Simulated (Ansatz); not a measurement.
The end point of a relaxation of Cu. Space group Fm-3m (No. 225), fcc (Cu type). Computed with r2SCAN (plane waves to 500 eV, PAW, scalar-relativistic; Ansatz, a quantum-chemistry and plane-wave program).

Space group Fm-3m (No. 225); a = b = c = 3.5766 Å, α = β = γ = 90.00°

```
atom  site  symmetry       x       y       z
----  ----  --------  ------  ------  ------
Cu      4a      m-3m  0.0000  0.0000  0.0000
```
(The calculation used a cell of 1 atom; values per cell refer to that cell.)

For Cu, the volume per atom is 11.44 Å³ and the band gap is zero (metallic). The shortest distances is Cu–Cu 2.53 Å and the k-mesh is 22×22×22.

No spin polarisation in the result.

Measured for Cu: a 3.595 Å (static lattice; corrected from measurement; as listed in Gábor I. Csonka et al., Physical Review B (2009)). Computed minus measured — a: r2SCAN -0.5 %. The computed values are for a static lattice.

The run could not lose the symmetry of its start.
